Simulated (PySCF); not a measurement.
Gas-phase reaction: 2 H₃SiOH = 2 SiH₄ + O₂

Computed with PySCF (xtb for GFN2) and rigid-rotor harmonic-oscillator thermochemistry at 1 bar. † marks an energy on the PBE0/def2-TZVP geometry and frequencies; other levels use their own. CCSD(T) freezes the core. Open shells (unrestricted): O₂ (multiplicity 3); the rest are closed-shell singlets. GFN2 has no spin-polarisation term. H₃SiOH: computed as isolated molecules; such fragments, hydroxides, amides, oligomers or adducts are transient or little studied in the gas. CCSD(T) isn't extrapolated to the basis-set limit.

CCSD(T)/def2-TZVPP† gives ΔH°(298 K) = 608 kJ.

**Question.** What do PBE0/def2-SVP†, PBE/def2-SVP, GFN2-xTB give?

**Answer.** PBE0/def2-SVP†: 524 kJ; PBE/def2-SVP: 499 kJ; GFN2-xTB: 856 kJ. For scale, ΔH°(298 K) is 608 kJ at this level, 602 kJ at ωB97M-V/def2-TZVP†, and runs from 483 to 856 kJ over the 20 levels computed.
